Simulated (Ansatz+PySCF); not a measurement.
Values are calculated unless marked as measured or tabulated.
## PySCF 2.14.0 run

```python
from pyscf import gto, scf, cc

mol = gto.M(atom="""
H 0.000000 0.000000 0.000000
Li 0.781560 1.042080 2.256160
""", basis='6-31g', charge=0, spin=2)
mf = scf.UHF(mol)
mf.kernel()
mycc = cc.CCSD(mf, frozen=None).run()
et = mycc.ccsd_t()
print(mf.e_tot, mycc.e_corr, et, mycc.e_tot + et)
```

The script is written out from the run's settings.

The run gave:

```yaml
Converged: yes
Reference_energy: -7.92094 hartree
CCSD_correlation_energy: -0.00036 hartree
Triples_correction: 0.00000 hartree
Total_energy: -7.92130 hartree
Spin_squared_of_the_determinant: 2.000
```
